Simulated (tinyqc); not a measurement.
Worked calculation: MP2 on RHF in the sto-3g basis, frozen core, for H3O+, spin multiplicity 1. One step of it, computed by the program tinyqc.

Task: Second-order Moller-Plesset energy. E2 = sum_ijab (ia|jb) [2 (ia|jb) - (ib|ja)] / (e_i + e_j - e_a - e_b) over occupied i, j and virtual a, b; the opposite-spin part is (ia|jb)^2 / denominator, the rest is same-spin, and SCS-MP2 scales them by 6/5 and 1/3.

orbital energies (hartree): MO1 -20.811135, MO2 -1.713537, MO3 -1.048268, MO4 -1.047990, MO5 -0.867587, MO6 0.036200, MO7 0.247943, MO8 0.248584

Two-electron integrals over orbitals (pq|rs), unique and non-zero (hartree); the lowest 1 orbital is frozen and left out:
```
(22|22) 0.719343    (32|32) 0.137177    (33|22) 0.650310    (33|33) 0.654573
(42|22) -0.000074   (42|33) -0.034537   (42|42) 0.137113    (43|32) -0.034526
(43|43) 0.041836    (44|22) 0.650225    (44|33) 0.570794    (44|42) 0.034603
(44|44) 0.654532    (52|22) -0.006995   (52|33) 0.002126    (52|42) 1.35e-06
(52|44) 0.002124    (52|52) 0.150098    (53|32) 0.001086    (53|43) 0.002524
(53|53) 0.032924    (54|22) 0.000015    (54|33) 0.002537    (54|42) 0.001085
(54|44) -0.002511   (54|52) 0.000034    (54|54) 0.032922    (55|22) 0.752589
(55|33) 0.651783    (55|42) 0.000017    (55|44) 0.651744    (55|52) 0.037835
(55|54) 0.000034    (55|55) 0.877661    (62|22) 0.135336    (62|33) 0.094054
(62|42) 0.000114    (62|44) 0.094050    (62|52) -0.011845   (62|54) 0.000015
(62|55) 0.163667    (62|62) 0.072091    (63|32) -0.013606   (63|43) 0.027309
(63|53) 0.003570    (63|63) 0.056566    (64|22) 0.000362    (64|33) 0.027588
(64|42) -0.013673   (64|44) -0.027071   (64|52) 0.000026    (64|54) 0.003585
(64|55) 0.000399    (64|62) 0.000202    (64|64) 0.056740    (65|22) -0.034393
(65|33) -0.018995   (65|42) 0.000028    (65|44) -0.018971   (65|52) 0.065682
(65|54) 0.000055    (65|55) -0.026626   (65|62) -0.023434   (65|64) -0.000046
(65|65) 0.038587    (66|22) 0.499878    (66|33) 0.487640    (66|42) 0.000306
(66|44) 0.487900    (66|52) -0.024996   (66|54) -0.000025   (66|55) 0.496046
(66|62) 0.038098    (66|64) -0.000090   (66|65) -0.017975   (66|66) 0.451422
(72|22) 0.000301    (72|33) -0.010193   (72|42) -0.053088   (72|44) 0.010546
(72|52) -0.000006   (72|54) -0.007276   (72|55) 0.000335    (72|62) 0.000070
(72|64) -0.036495   (72|65) -0.000047   (72|66) 0.000055    (72|72) 0.054704
(73|32) -0.038036   (73|43) 0.005612    (73|53) 0.002805    (73|63) 0.027301
(73|73) 0.033812    (74|22) -0.170274   (74|33) -0.132703   (74|42) 0.037960
(74|44) -0.121586   (74|52) -0.015038   (74|54) -0.002811   (74|55) -0.195406
(74|62) -0.084865   (74|64) -0.027461   (74|65) 0.014176    (74|66) -0.038150
(74|72) -0.000285   (74|74) 0.147994    (75|22) -0.000025   (75|33) 0.005285
(75|42) -0.015690   (75|44) -0.005327   (75|52) 0.000129    (75|54) -0.022965
(75|55) -0.000010   (75|62) -0.000041   (75|64) 0.006880    (75|65) 0.000032
(75|66) -0.000069   (75|72) 0.004822    (75|74) -0.005988   (75|75) 0.022326
(76|22) 0.000005    (76|33) 0.044920    (76|42) -0.100322   (76|44) -0.045084
(76|52) -0.000038   (76|54) 0.006539    (76|55) -0.000058   (76|62) -0.000065
(76|64) 0.054759    (76|65) -0.000043   (76|66) -0.000413   (76|72) 0.006640
(76|74) -0.051198   (76|75) 0.013640    (76|76) 0.125639    (77|22) 0.574737
(77|33) 0.514905    (77|42) 0.030020    (77|44) 0.589526    (77|52) 0.001889
(77|54) -0.004774   (77|55) 0.576899    (77|62) 0.068698    (77|64) -0.043065
(77|65) -0.011716   (77|66) 0.473616    (77|72) 0.020375    (77|74) -0.070663
(77|75) -0.006099   (77|76) -0.060887   (77|77) 0.571692    (82|32) 0.053047
(82|43) 0.010406    (82|53) 0.007277    (82|63) 0.036506    (82|73) 0.000014
(82|82) 0.054706    (83|22) 0.170197    (83|33) 0.121551    (83|42) 0.038022
(83|44) 0.132731    (83|52) 0.015039    (83|54) -0.002786   (83|55) 0.195380
(83|62) 0.084884    (83|64) -0.027085   (83|65) -0.014149   (83|66) 0.038464
(83|72) 0.000107    (83|74) -0.082606   (83|75) -0.006018   (83|76) -0.051372
(83|77) 0.105079    (83|83) 0.148056    (84|32) 0.038035    (84|43) -0.005567
(84|53) -0.002794   (84|63) -0.027197   (84|73) -0.031810   (84|82) 0.000066
(84|84) 0.033725    (85|32) 0.015692    (85|43) -0.005292   (85|53) 0.022967
(85|63) -0.006857   (85|73) -0.006014   (85|82) 0.004821    (85|84) 0.006007
(85|85) 0.022328    (86|32) 0.100274    (86|43) -0.044820   (86|53) -0.006516
(86|63) -0.054467   (86|73) -0.051349   (86|82) 0.006675    (86|84) 0.051267
(86|85) 0.013613    (86|86) 0.125243    (87|32) 0.030544    (87|43) -0.037513
(87|53) -0.004802   (87|63) -0.043427   (87|73) -0.017545   (87|82) -0.020195
(87|84) 0.017466    (87|85) 0.006152    (87|86) 0.061262    (87|87) 0.048567
(88|22) 0.574878    (88|33) 0.589755    (88|42) -0.030348   (88|44) 0.514799
(88|52) 0.001896    (88|54) 0.004806    (88|55) 0.577012    (88|62) 0.068761
(88|64) 0.043581    (88|65) -0.011751   (88|66) 0.473259    (88|72) -0.020059
(88|74) -0.105241   (88|75) 0.006126    (88|76) 0.061173    (88|77) 0.475531
(88|83) 0.070497    (88|88) 0.572171
```

Hartree-Fock energy = -75.31971553 hartree

Give: Terms; Pair energies; MP2 correlation energy; SCS-MP2 correlation energy; MP2 total energy.

Result:

Terms (the 40 largest of 74):
```
i  j  a  b  (ia|jb)  (ib|ja)  denominator       term
3  3  8  8   0.1481   0.1481      -2.5937    -0.0085
4  4  7  7   0.1480   0.1480      -2.5919    -0.0085
4  3  7  8  -0.0826  -0.0318      -2.5928    -0.0043
3  4  8  7  -0.0826  -0.0318      -2.5928    -0.0043
3  2  8  6   0.0849   0.0365      -3.0466    -0.0037
2  3  6  8   0.0849   0.0365      -3.0466    -0.0037
4  2  7  6  -0.0849  -0.0365      -3.0457    -0.0037
2  4  6  7  -0.0849  -0.0365      -3.0457    -0.0037
2  2  6  6   0.0721   0.0721      -3.4995    -0.0015
4  4  6  6   0.0567   0.0567      -2.1684    -0.0015
3  3  6  6   0.0566   0.0566      -2.1689    -0.0015
5  5  6  6   0.0386   0.0386      -1.8076    -0.0008
2  2  7  7   0.0547   0.0547      -3.9230    -0.0008
2  2  8  8   0.0547   0.0547      -3.9242    -0.0008
3  3  7  7   0.0338   0.0338      -2.5924  -4.41e-04
4  4  8  8   0.0337   0.0337      -2.5931  -4.39e-04
4  4  6  7  -0.0275  -0.0275      -2.3801  -3.17e-04
4  4  7  6  -0.0275  -0.0275      -2.3801  -3.17e-04
3  3  7  6   0.0273   0.0273      -2.3807  -3.13e-04
3  3  6  7   0.0273   0.0273      -2.3807  -3.13e-04
3  4  6  8  -0.0272  -0.0271      -2.3810  -3.12e-04
4  3  8  6  -0.0272  -0.0271      -2.3810  -3.12e-04
4  3  6  8  -0.0271  -0.0272      -2.3810  -3.07e-04
3  4  8  6  -0.0271  -0.0272      -2.3810  -3.07e-04
4  3  8  7  -0.0318  -0.0826      -2.5928   2.33e-04
3  4  7  8  -0.0318  -0.0826      -2.5928   2.33e-04
5  5  7  7   0.0223   0.0223      -2.2311  -2.23e-04
5  5  8  8   0.0223   0.0223      -2.2323  -2.23e-04
5  2  6  6  -0.0234  -0.0234      -2.6535  -2.07e-04
2  5  6  6  -0.0234  -0.0234      -2.6535  -2.07e-04
4  2  6  7  -0.0365  -0.0849      -3.0457   1.42e-04
2  4  7  6  -0.0365  -0.0849      -3.0457   1.42e-04
3  2  6  8   0.0365   0.0849      -3.0466   1.42e-04
2  3  8  6   0.0365   0.0849      -3.0466   1.42e-04
5  4  6  7   0.0142   0.0069      -2.1997  -1.38e-04
4  5  7  6   0.0142   0.0069      -2.1997  -1.38e-04
5  3  6  8  -0.0141  -0.0069      -2.2006  -1.38e-04
3  5  8  6  -0.0141  -0.0069      -2.2006  -1.38e-04
5  3  7  8  -0.0060  -0.0060      -2.4124  -1.50e-05
3  5  8  7  -0.0060  -0.0060      -2.4124  -1.50e-05
```

Pair energies (hartree; pair i-j sums ij and ji):
```
pair  opposite spin  same spin
2-2         -0.0030          0
3-2         -0.0056    -0.0015
3-3         -0.0110          0
4-2         -0.0056    -0.0015
4-3         -0.0073    -0.0020
4-4         -0.0110          0
5-2       -4.44e-04  -2.48e-11
5-3       -2.85e-04  -4.83e-05
5-4       -2.85e-04  -4.84e-05
5-5         -0.0013          0
```

MP2 correlation energy = -0.050947 hartree

SCS-MP2 correlation energy = -0.056664 hartree

MP2 total energy = -75.370662 hartree
